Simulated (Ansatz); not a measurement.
in.yaml

```yaml
crystal:
  periodic: [false, false, false]
  atoms:
    - {symbol: N, position_ang: [0.000000, 0.000000, 0.000000]}
    - {symbol: O, position_ang: [0.000000, 0.000000, 1.402844]}
basis:
  gaussian: {orbitals: 6-31G}
magnetization: {spin_polarized: false, initial_magnetization: 3}
correlation: {active_space: {ras: {orbitals: [4, 3, 9], electrons: 11, max_holes: 2, max_particles: 2}, fixed_orbitals: true}}
scf: {lower_state_search: off}
```

```sh
$ ansatz run in.yaml --threads 1 --pin off --events-out ev --progress --plain --max-ram 2393MiB
```

Output:

```
these checks for a lower state are left out or cut short: stability, starts, cluster_reference, orbital_swaps, neighbouring_geometries, increment
210 factors; integrals over basis functions are off by at most 9.3e-5 eV
mean field evaluation 1: about -3511.9158 eV, gradient 1.2e1 eV
mean field evaluation 2: about -3511.9236 eV, gradient 1.2e1 eV
mean field evaluation 4: about -3512.8282 eV, gradient 1.7e0 eV
mean field evaluation 8: about -3512.8777 eV, gradient 1.0e-1 eV
mean field -3512.87774802 eV, -129.0958761255 hartree, gradient 2.2e-6 eV, S^2 3.750000; 0 other end points of the search recorded, 0 dependent functions left out
reference -3512.87774802 eV, -129.0958761255 hartree; 9, 6 occupied and 9, 12 virtual orbitals, 210 factors
state -3517.25616865 eV, -129.2567801162 hartree
Total energy: -3517.25616865 eV, -129.2567801162 hartree
Checks for a lower state left out: stability, starts, cluster_reference, orbital_swaps, neighbouring_geometries, increment
```

Natural occupations: 1.9911 1.9823 1.9749 1.9486 1.0056 0.9990 0.9919 0.0530 0.0137 0.0101 0.0079 0.0069 0.0056 0.0043 0.0034 0.0016.

Ran on 1 thread of Arm Neoverse V2, shared host: 0.75 s wall, 0.07 GiB peak host memory.
